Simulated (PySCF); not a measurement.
# BF (SMILES [B]F) at CCSD(T)/def2-TZVPPD

What is the vertical electron affinity of BF at CCSD(T)/def2-TZVPPD? Input form: a Python script.

The results are computed with PySCF 2.14.0.

5 further runs of the same task are left out: 5 set aside as unsound or not needed.

**1. The molecule**

The species is BF (2 atoms), meant as a singlet with charge 0. As SMILES, `[B]F`. The coordinates come from a GFN2-xTB relaxation.

Bond lengths: B1–F2 1.244 Å.

**2. The energy at CCSD(T)/def2-TZVPPD**

input.py reads:

```python
# 13768-60-0
from pyscf import gto, cc

system = gto.M(
    atom='''
B        0.000000       0.000000       0.000000
F        0.000000       0.000000       1.244390
''',
    spin=0,
    charge=0,
    basis='def2-tzvppd',
    verbose=3,
    max_memory=1860,
)

myscf = system.RHF()
myscf.conv_tol = 1e-10
myscf.kernel()
if not myscf.converged:
    myscf = myscf.newton().run(myscf.mo_coeff, myscf.mo_occ)

mycc = cc.CCSD(myscf, frozen=2)
mycc.kernel()
e_t = mycc.ccsd_t()
e_tot = mycc.e_tot + e_t
print('E(%s) = %.9f' % ('CCSD(T)', e_tot))
```

Command:

```bash
$ OMP_NUM_THREADS=1 python input.py
```

Standard output:

```text
converged SCF energy = -124.1625914781
E(CCSD) = -124.4960105815296  E_corr = -0.3334191034298107
CCSD(T) correction = -0.0107842895847922
E(CCSD(T)) = -124.506794871
```

Wall time 7.8 s (1 thread of Arm Neoverse V2, shared host); peak memory 0.29 GiB.

**3. The doublet anion at the same level**

calc.py reads:

```python
from pyscf import gto, scf, cc

system = gto.M(
    atom=[
    ('B', (0.000000, 0.000000, 0.000000)),
    ('F', (0.000000, 0.000000, 1.244390)),
],
    max_memory=1860,
    basis='def2-tzvppd',
    verbose=3,
    charge=-1,
    spin=1,
)

mf = scf.UHF(system)
mf.conv_tol = 1e-10
mf.kernel()
if not mf.converged:
    mf = mf.newton().run(mf.mo_coeff, mf.mo_occ)

mycc = cc.CCSD(mf, frozen=2)
mycc.kernel()
e_t = mycc.ccsd_t()
etot = mycc.e_tot + e_t
print('Final energy', etot)
```

Command:

```bash
$ OMP_NUM_THREADS=1 python calc.py
```

Standard output:

```text
converged SCF energy = -124.097611623766  <S^2> = 0.76709735  2S+1 = 2.0170249
E(UCCSD) = -124.4422560256841  E_corr = -0.3446444019179888
UCCSD(T) correction = -0.0116166520988377
Final energy -124.45387267778294
```

Wall time 37 s (1 thread of Arm Neoverse V2, shared host); peak memory 1.5 GiB.

**4. Outcome**

Level: CCSD(T)/def2-TZVPPD, 2 core orbitals frozen.

```
                                                                 quantity          value
                                                 singlet BF: total energy  -124.50679 Eh
                         singlet BF: dipole moment (Hartree–Fock density)         0.98 D
                          singlet BF: HOMO energy (Hartree–Fock orbitals)      -10.96 eV
                          singlet BF: LUMO energy (Hartree–Fock orbitals)        1.57 eV
                        singlet BF: HOMO–LUMO gap (Hartree–Fock orbitals)       12.53 eV
                  singlet BF: correlation energy (2 core orbitals frozen)     -344.2 mEh
                                               singlet BF: (T) correction     -10.78 mEh
                                                singlet BF: T1 diagnostic          0.016
                                              doublet anion: total energy  -124.45387 Eh
doublet anion: HOMO energy (Hartree–Fock orbitals) (highest over α and β)        1.13 eV
 doublet anion: LUMO energy (Hartree–Fock orbitals) (lowest over α and β)        5.49 eV
               doublet anion: correlation energy (2 core orbitals frozen)     -356.3 mEh
                                            doublet anion: (T) correction     -11.62 mEh
                         doublet anion: ⟨S²⟩ of the reference determinant          0.767
                                             doublet anion: T1 diagnostic          0.018
                        vertical electron affinity (to the doublet anion)      -1.440 eV
```

What this shows: The anion lies 1.44 eV (139 kJ/mol) above the neutral: the electron isn't bound at this level, and such a value depends on the basis. The triples (singlet BF) make up 3.1 % of the correlation energy. The triples (doublet anion) make up 3.3 % of the correlation energy. The HOMO (doublet anion) lies at positive energy, 1.13 eV: the electron is unbound at this level or held by a compact basis; values depend on the basis.
